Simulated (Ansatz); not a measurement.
**C2H2F2O: small, medium and large basis sets**

One table from this session's results is given with a row withheld; the runs are named, their logs left out.

Program: Ansatz 0.2.0, Gaussian basis. Level of theory: one geometry, several basis sets. These are calculated values, not measurements.

Plan: PBE0-D4/def2-SVP; ωB97M-V/def2-SVP; PBE0-D4/def2-QZVPP; ωB97M-V/def2-QZVPP; the functionals' def2-TZVPP values are taken from earlier runs.

## The relaxed structure

All runs share one geometry, relaxed beforehand with PBE0-D4 in a triple-zeta def2 set.

SMILES `F[C@@H]1O[C@H]1F`, 7 atoms, charge 0, spin multiplicity 1.

Atoms are counted from 1 here; the program's logs count them from 0.

Bond lengths: F1–C2 1.344 Å, C2–O3 1.395 Å, C2–C4 1.447 Å, C2–H6 1.086 Å, O3–C4 1.395 Å, C4–F5 1.344 Å, C4–H7 1.086 Å. Angles: F1–C2–O3 115.3°, F1–C2–C4 120.1°, F1–C2–H6 112.0°, O3–C2–C4 58.8°, O3–C2–H6 116.8°, C4–C2–H6 123.1°, C2–O3–C4 62.5°, C2–C4–O3 58.8°, C2–C4–F5 120.0°, C2–C4–H7 123.1°, O3–C4–F5 115.3°, O3–C4–H7 116.8°, F5–C4–H7 112.0°.

Set-up of the first run:

The input, in.yaml:

```yaml
crystal:
  periodic: [false, false, false]
  atoms:
    - {symbol: F, position_ang: [0.607872, -1.511712, 0.834792]}
    - {symbol: C, position_ang: [0.032041, -0.311147, 0.651495]}
    - {symbol: O, position_ang: [-1.098526, -0.311516, -0.166197]}
    - {symbol: C, position_ang: [0.051267, 0.309627, -0.655034]}
    - {symbol: F, position_ang: [-0.022198, 1.647111, -0.765858]}
    - {symbol: H, position_ang: [-0.032506, 0.255054, 1.576092]}
    - {symbol: H, position_ang: [0.523249, -0.145518, -1.520889]}
basis:
  gaussian: {orbitals: def2-SVP}
hamiltonian: {xc: pbe0, dispersion: d4}
output: {orbitals: {seedname: orbitals}}
```

Started as:

```
$ ansatz run in.yaml --threads 4 --pin off --events-out ev --progress --plain --max-ram 10444MiB
```

Among the steps run: PBE0-D4 in def2-SVP; ωB97M-V in def2-SVP; PBE0-D4 in def2-QZVPP; ωB97M-V in def2-QZVPP.

One table of the session follows, with a row left open; its other results are not shown here.

| functional | basis | HOMO (eV) | LUMO (eV) |
| --- | --- | --- | --- |
| PBE0-D4 | def2-SVP | -9.05 | 2.27 |
| PBE0-D4 | def2-TZVPP | -9.18 | 1.74 |
| PBE0-D4 | def2-QZVPP | -9.23 | 1.11 |
| ωB97M-V | def2-SVP | ? | ? |
| ωB97M-V | def2-TZVPP | -11.55 | 3.35 |
| ωB97M-V | def2-QZVPP | -11.60 | 2.22 |

**Question.** Estimate the row for ωB97M-V, def2-SVP.

**Answer.** HOMO (eV): -11.40; LUMO (eV): 4.07. In the column «HOMO (eV)» it lies between ωB97M-V, def2-TZVPP (-11.55) and PBE0-D4, def2-QZVPP (-9.23).
